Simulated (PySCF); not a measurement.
From one molecule to another.

First species: 1,2,3-butatriene, C₄H₄.
SMILES: `C(=C)=C=C`

Second species: neopentane, C5H12.
InChI=1S/C5H12/c1-5(2,3)4/h1-4H3

Levels: PBE0/def2-SVPD for dipole moment, HOMO energy, LUMO energy, HOMO–LUMO gap, static isotropic polarisability and electronic spatial extent ⟨r²⟩ about the centre of nuclear charge; TDDFT PBE0/def2-SVPD for lowest singlet excitation; TDA PBE0/def2-SVPD for lowest triplet excitation (Tamm–Dancoff). Geometries: GFN2-xTB. Each structure is a single optimised conformer of the isolated species, non-relativistic unless stated. Electronic properties by PySCF.

Values for the first species:

* Dipole moment: 0.00 D
* HOMO energy: -7.12 eV
* LUMO energy: -1.61 eV
* HOMO–LUMO gap: 5.51 eV
* Lowest singlet excitation: 4.06 eV
* Lowest triplet excitation (Tamm–Dancoff): 2.73 eV
* Static isotropic polarisability: 56.9 au
* Electronic spatial extent ⟨r²⟩ about the centre of nuclear charge: 329 bohr²

Estimate the same properties for the second species, and the change in each.

```json
{"property": "dipole moment", "first": "0.00 D", "second": "0.00 D", "second less first": "0.00 D"}
{"property": "HOMO energy", "first": "-7.12 eV", "second": "-9.00 eV", "second less first": "-1.88 eV"}
{"property": "LUMO energy", "first": "-1.61 eV", "second": "0.65 eV", "second less first": "+2.26 eV"}
{"property": "HOMO–LUMO gap", "first": "5.51 eV", "second": "9.65 eV", "second less first": "+4.14 eV"}
{"property": "lowest singlet excitation", "first": "4.06 eV", "second": "8.53 eV", "second less first": "+4.47 eV"}
{"property": "lowest triplet excitation (Tamm–Dancoff)", "first": "2.73 eV", "second": "8.34 eV", "second less first": "+5.61 eV"}
{"property": "static isotropic polarisability", "first": "56.9 au", "second": "63.1 au", "second less first": "+6.2 au"}
{"property": "electronic spatial extent ⟨r²⟩ about the centre of nuclear charge", "first": "329 bohr²", "second": "481 bohr²", "second less first": "+152 bohr²"}
```

On the first: No computed singlet falls in the visible range (750 to 380 nm, 1.65 to 3.26 eV); S1 lies 0.80 eV above its blue end. The polarisability is 8.43 Å³ as a volume (1 au = 0.148185 Å³), or 2.03 au for each of the 28 electrons.

On the second: The polarisability is 9.35 Å³ as a volume (1 au = 0.148185 Å³), or 1.50 au for each of the 42 electrons. The vertical singlet–triplet gap S1 − T1 is 0.19 eV (TDDFT singlet less Tamm–Dancoff triplet).
